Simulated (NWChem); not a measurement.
System: ethylamine (C$_{2}$H$_{7}$N); SMILES CCN

NWChem printed, in part:

```
             Northwest Computational Chemistry Package (NWChem) 7.3.0
             --------------------------------------------------------

                             Geometry "geometry" -> ""
                             -------------------------

 Output coordinates in angstroms (scale by  1.889725989 to convert to a.u.)

  No.       Tag          Charge          X              Y              Z
 ---- ---------------- ---------- -------------- -------------- --------------
    1 C                    6.0000     0.25713300    -1.23430300    -0.03666000
    2 C                    6.0000    -0.55061100     0.04885500     0.02174300
    3 N                    7.0000     0.31511300     1.20903600    -0.07684200
    4 H                    1.0000    -0.39463900    -2.12085100    -0.01379500
    5 H                    1.0000     0.86365700    -1.26465700    -0.95427500
    6 H                    1.0000     0.94634300    -1.30847400     0.82117400
    7 H                    1.0000    -1.18870200     0.03067200     0.93294100
    8 H                    1.0000    -1.24961600     0.07262200    -0.83209500
    9 H                    1.0000    -0.23230500     2.06700300    -0.06571800
   10 H                    1.0000     0.93014500     1.25635500     0.73445600

 Effective nuclear repulsion energy (a.u.)      82.9992028211

  xc_inp: hfexch multiplicative factor not found.

                                 NWChem DFT Module
                                 -----------------

 Summary of "ao basis" -> "ao basis" (spherical)
 ------------------------------------------------------------------------------
       Tag                 Description            Shells   Functions and Types
 ---------------- ------------------------------  ------  ---------------------
 C                           6-31g*                  6       14   3s2p1d
 N                           6-31g*                  6       14   3s2p1d
 H                           6-31g*                  2        2   2s

            General Information
            -------------------
          SCF calculation type: DFT
          Wavefunction type:  closed shell.
          No. of atoms     :    10
          No. of electrons :    26
           Alpha electrons :    13
            Beta electrons :    13
          Charge           :     0
          Spin multiplicity:     1
          Use of symmetry is: off; symmetry adaption is: off
          Maximum number of iterations: 150
          AO basis - number of functions:    56
                     number of shells:    32
          Convergence on energy requested:  1.00D-06
          Convergence on density requested:  1.00D-05
          Convergence on gradient requested:  5.00D-04

              XC Information
              --------------
                     Hartree-Fock (Exact) Exchange  1.000

      Superposition of Atomic Density Guess
      -------------------------------------

 Sum of atomic energies:        -133.10187432

      Non-variational initial energy
      ------------------------------

 Total energy =    -135.034954
 1-e energy   =    -342.044557
 2-e energy   =     124.010400
 HOMO         =      -0.303123
 LUMO         =       0.126214

     ---------------------------------------------
      Total Density - Mulliken Population Analysis
     ---------------------------------------------

    Atom       Charge   Shell Charges
 -----------   ------   -------------------------------------------------------
    1 C    6     6.69   2.00  0.72  2.05  0.68  1.22  0.03
    2 C    6     6.19   2.00  0.70  1.87  0.60  0.97  0.06
    3 N    7     7.99   2.00  0.83  2.57  0.85  1.72  0.03
    4 H    1     0.77   0.46  0.31
    5 H    1     0.78   0.47  0.31
    6 H    1     0.78   0.47  0.31
    7 H    1     0.82   0.48  0.33
    8 H    1     0.80   0.48  0.32
    9 H    1     0.59   0.42  0.17
   10 H    1     0.60   0.42  0.17

   convergence    iter        energy       DeltaE   RMS-Dens  Diis-err
 ---------------- ----- ----------------- --------- --------- ---------
 d= 0,ls=0.0,diis     1   -134.2035272873 -2.17D+02  6.01D-03  2.81D-01
 d= 0,ls=0.0,diis     2   -134.2406448541 -3.71D-02  2.34D-03  3.58D-02
 d= 0,ls=0.0,diis     3   -134.2447767168 -4.13D-03  7.21D-04  4.07D-03
 d= 0,ls=0.0,diis     4   -134.2453360013 -5.59D-04  1.75D-04  6.02D-05
 d= 0,ls=0.0,diis     5   -134.2453483338 -1.23D-05  6.99D-05  5.82D-06
  Resetting Diis
 d= 0,ls=0.0,diis     6   -134.2453499092 -1.58D-06  3.01D-05  6.01D-07
 d= 0,ls=0.0,diis     7   -134.2453501297 -2.21D-07  7.85D-06  5.55D-08

         Total DFT energy =     -134.245350129749
      One electron energy =     -345.056378548078
           Coulomb energy =      147.295151362986
    Exchange-Corr. energy =      -19.483325765717
 Nuclear repulsion energy =       82.999202821061

 Numeric. integr. density =        0.000000000000

                       DFT Final Molecular Orbital Analysis
                       ------------------------------------

 Vector   11  Occ=2.000000D+00  E=-5.070513D-01
              MO Center=  4.4D-02, -3.9D-01, -7.7D-02, r^2= 2.4D+00
   Bfn.  Coefficient  Atom+Function         Bfn.  Coefficient  Atom+Function
  ----- ------------  ---------------      ----- ------------  ---------------
    18     -0.293520   2 C  py                4      0.287000   1 C  py
     5      0.203767   1 C  pz               32      0.171275   3 N  py
    33     -0.168402   3 N  pz                8      0.154780   1 C  py
    45     -0.154155   5 H  s                22     -0.136266   2 C  py
    46     -0.131818   5 H  s                17      0.129570   2 C  px

 Vector   12  Occ=2.000000D+00  E=-4.833056D-01
              MO Center= -1.1D-01, -3.6D-01, -3.2D-02, r^2= 2.5D+00
   Bfn.  Coefficient  Atom+Function         Bfn.  Coefficient  Atom+Function
  ----- ------------  ---------------      ----- ------------  ---------------
    19     -0.225924   2 C  pz                5      0.222441   1 C  pz
    51      0.219657   8 H  s                17     -0.215491   2 C  px
    52      0.209822   8 H  s                48      0.201139   6 H  s
    47      0.199864   6 H  s                 3      0.171557   1 C  px
    31      0.163138   3 N  px               23     -0.139572   2 C  pz

 Vector   13  Occ=2.000000D+00  E=-3.834714D-01
              MO Center=  1.2D-01,  8.9D-01, -7.5D-02, r^2= 1.7D+00
   Bfn.  Coefficient  Atom+Function         Bfn.  Coefficient  Atom+Function
  ----- ------------  ---------------      ----- ------------  ---------------
    33      0.428263   3 N  pz               37      0.394187   3 N  pz
    31     -0.266818   3 N  px               35     -0.251187   3 N  px
    34     -0.216860   3 N  s                50     -0.210709   7 H  s
    49     -0.169768   7 H  s                19     -0.165128   2 C  pz
    30     -0.122424   3 N  s                17      0.105208   2 C  px

 Vector   14  Occ=0.000000D+00  E= 2.247050D-01
              MO Center= -8.2D-03,  6.4D-01,  3.5D-01, r^2= 5.2D+00
   Bfn.  Coefficient  Atom+Function         Bfn.  Coefficient  Atom+Function
  ----- ------------  ---------------      ----- ------------  ---------------
    34      1.201868   3 N  s                20      1.016415   2 C  s
    54     -0.879964   9 H  s                56     -0.868715  10 H  s
     6      0.850186   1 C  s                50     -0.657776   7 H  s
    52     -0.587943   8 H  s                44     -0.573723   4 H  s
    48     -0.551854   6 H  s                21     -0.421306   2 C  px

 Vector   15  Occ=0.000000D+00  E= 2.744846D-01
              MO Center=  1.4D-01, -1.1D-01, -6.1D-03, r^2= 6.1D+00
   Bfn.  Coefficient  Atom+Function         Bfn.  Coefficient  Atom+Function
  ----- ------------  ---------------      ----- ------------  ---------------
     6      2.018647   1 C  s                34     -1.152545   3 N  s
    48     -1.014733   6 H  s                46     -0.969894   5 H  s
    54      0.940295   9 H  s                44     -0.608422   4 H  s
    20      0.552163   2 C  s                22      0.513535   2 C  py
    52     -0.464961   8 H  s                56      0.399600  10 H  s

 Vector   16  Occ=0.000000D+00  E= 2.849775D-01
              MO Center=  5.2D-03,  2.7D-01,  1.2D-01, r^2= 5.3D+00
   Bfn.  Coefficient  Atom+Function         Bfn.  Coefficient  Atom+Function
  ----- ------------  ---------------      ----- ------------  ---------------
    52      1.256866   8 H  s                56     -1.142367  10 H  s
    20     -1.136108   2 C  s                48     -0.923667   6 H  s
    54      0.601147   9 H  s                44      0.482870   4 H  s
    34      0.479121   3 N  s                23      0.413667   2 C  pz
     9      0.405272   1 C  pz               35      0.378496   3 N  px

     ---------------------------------------------
      Total Density - Mulliken Population Analysis
     ---------------------------------------------

    Atom       Charge   Shell Charges
 -----------   ------   -------------------------------------------------------
    1 C    6     6.49   2.00  0.64  2.05  0.68  1.07  0.05
    2 C    6     6.12   2.00  0.65  2.00  0.58  0.83  0.07
    3 N    7     7.85   2.00  0.76  2.44  0.92  1.69  0.04
    4 H    1     0.84   0.52  0.32
    5 H    1     0.82   0.52  0.30
    6 H    1     0.85   0.52  0.33
    7 H    1     0.87   0.53  0.34
    8 H    1     0.84   0.53  0.31
    9 H    1     0.66   0.50  0.16
   10 H    1     0.67   0.50  0.16

     -------------------------------------------
      Total Density - Lowdin Population Analysis
     -------------------------------------------

    Atom       Charge   Shell Charges
 -----------   ------   -------------------------------------------------------
    1 C    6     6.36   1.99  0.55  1.87  0.44  1.44  0.08
    2 C    6     6.16   1.99  0.52  1.82  0.41  1.28  0.13
    3 N    7     7.52   1.99  0.70  2.31  0.58  1.86  0.07
    4 H    1     0.88   0.50  0.38
    5 H    1     0.87   0.50  0.37
    6 H    1     0.88   0.50  0.38
    7 H    1     0.91   0.52  0.39
    8 H    1     0.88   0.51  0.37
    9 H    1     0.77   0.48  0.28
   10 H    1     0.77   0.48  0.29

     Multipole analysis of the density
     ---------------------------------

     L   x y z        total         alpha         beta         nuclear
     -   - - -        -----         -----         ----         -------
     0   0 0 0     -0.000000    -13.000000    -13.000000     26.000000

     1   1 0 0     -0.294982     -0.260691     -0.260691      0.226401
     1   0 1 0      0.086853     -0.035218     -0.035218      0.157289
     1   0 0 1      0.485282      0.247089      0.247089     -0.008897

     2   2 0 0    -15.624350    -23.170803    -23.170803     30.717256
     2   1 1 0     -0.717539      0.232451      0.232451     -1.182440
     2   1 0 1      1.298885      0.132121      0.132121      1.034643
     2   0 2 0    -14.386669    -66.212913    -66.212913    118.039156
     2   0 1 1      1.348993     -0.297235     -0.297235      1.943464
     2   0 0 2    -15.711049    -14.540372    -14.540372     13.369695

                     NWChem Electrostatic Potential Fit Module
                     -----------------------------------------

 Atom parameters

 Number of atoms is                                   10
 Number of basis functions is                         56

 Grid parameters

 Maximum number of grid points is                  37759
 Number of grid points is                          37758
 Grid range                                     0.300000 nm
 Grid spacing                                   0.020000 nm
 Probe radius                                   0.070000 nm
 Atom radius factor                             1.000000

 Atomic radii

    1    0.100000
    6    0.147000
    7    0.140000
 FASTESP  F
  using M.O. file = ./job.movecs

    Atom              Coordinates                           Charge

                                                  ESP

    1 C     0.025713   -0.123430   -0.003666   -0.203692
    2 C    -0.055061    0.004886    0.002174    0.680706
    3 N     0.031511    0.120904   -0.007684   -1.016766
    4 H    -0.039464   -0.212085   -0.001380    0.006622
    5 H     0.086366   -0.126466   -0.095428    0.043781
    6 H     0.094634   -0.130847    0.082117    0.046174
    7 H    -0.118870    0.003067    0.093294   -0.154544
    8 H    -0.124962    0.007262   -0.083210   -0.084980
    9 H    -0.023231    0.206700   -0.006572    0.341704
   10 H     0.093015    0.125636    0.073446    0.340995
                                            ------------
                                               -0.000000

 Dipole moment                                  0.551900

 Quadrupole moment Qxx                         -0.241358
                   Qyy                          1.699867
                   Qzz                         -1.458510

 RMS deviation kJ/mol                           0.064903

 RRMS %                                        33.670531
```

Level: Hartree-Fock/6-31G* (spherical d). Structure relaxed at the PBE0/def2-SVP level.

### Question
Which NWChem input produces such a log?

### Answer
One answer among several that fit: the input that was run:
```
start job
memory heap 200 mb stack 900 mb global 1100 mb
geometry units angstroms noautosym nocenter noautoz
  C      0.257133    -1.234303    -0.036660
  C     -0.550611     0.048855     0.021743
  N      0.315113     1.209036    -0.076842
  H     -0.394639    -2.120851    -0.013795
  H      0.863657    -1.264657    -0.954275
  H      0.946343    -1.308474     0.821174
  H     -1.188702     0.030672     0.932941
  H     -1.249616     0.072622    -0.832095
  H     -0.232305     2.067003    -0.065718
  H      0.930145     1.256355     0.734456
end
basis spherical
  C library 6-31g*
  N library 6-31g*
  H library 6-31g*
end
dft
  xc hfexch
  iterations 150
  mulliken
end
task dft energy
esp
  recalculate
  probe 0.07
  range 0.3
  factor 1.0
  spacing 0.02
end
task esp
```
